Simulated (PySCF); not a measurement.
Species: N-methylacetamide, C3H7NO.
SMILES: `CNC(=O)C`

Torsions of this conformer, `[CH3:1][NH:2][C:3]([CH3:4])=[O:5]`: C1–N2–C3–C4 179°.

The closed-shell ground state was solved at several levels (PySCF, density fitting, gas phase, non-relativistic). Geometry: PBE0-D3(BJ)/def2-SVP, one conformer, isolated molecule.

```
              level  basis functions  HOMO (eV)  LUMO (eV)  gap (eV)  dipole (D)
        PBE0/6-31G*               84      -6.88       1.27      8.15        3.73
CAM-B3LYP/def2-SVPD              159      -8.82       1.07      9.89        3.99
      PBE0/pcSseg-1              120      -7.19       0.94      8.13        3.87
     PBE0/def2-TZVP              197      -7.23       0.78      8.01        3.87
        PBE0/STO-3G               32      -3.54       4.45      7.99        2.78
   LC-wPBE/pcSseg-2              278     -10.08       2.06     12.14        3.97
   wB97X-D/pcSseg-2              278      -9.20       1.98     11.18        3.95
        B3LYP/pcJ-1              205      -6.91       0.65      7.56        3.87
 BHandHLYP/pcSseg-2              278      -8.66       0.74      9.40        4.04
      PBE0/def2-SVP              105      -7.01       1.11      8.12        3.76
         PBE0/6-31G               59      -6.94       1.13      8.07        3.96
     B97-2/pcSseg-2              278      -6.98       0.30      7.28        3.89
 CAM-B3LYP/pcSseg-2              278      -8.77       0.91      9.68        3.98
```

(1) What might PBE0/6-311+G(2d,p) (177 basis functions) give for the same quantities?

(2) Over all these levels, which gives the widest orbital gap and which the narrowest?

(3) How much does the basis alone move the frontier levels among the 7 PBE0 rows (the withheld one included)?

(4) How far do the dipole and the HOMO energy spread over the levels?

Results:

(1) HOMO -7.29 eV, LUMO 0.01 eV, gap 7.30 eV, dipole 3.92 D.

(2) LC-wPBE/pcSseg-2 (range-separated hybrid) has the widest, 12.14 eV, and B97-2/pcSseg-2 (global hybrid, 21 % exact exchange) the narrowest, 7.28 eV. The two share the basis. From the narrowest to the widest the HOMO moves by -3.10 eV and the LUMO by +1.76 eV.

(3) The HOMO by 3.75 eV and the LUMO by 4.44 eV. By rising basis size (HOMO, LUMO in eV): STO-3G -3.54, 4.45; 6-31G -6.94, 1.13; 6-31G* -6.88, 1.27; def2-SVP -7.01, 1.11; pcSseg-1 -7.19, 0.94; 6-311+G(2d,p) -7.29, 0.01; def2-TZVP -7.23, 0.78.

(4) The dipole runs from 2.78 to 4.04 D (mean 3.83 D) and the HOMO from -10.08 to -3.54 eV.
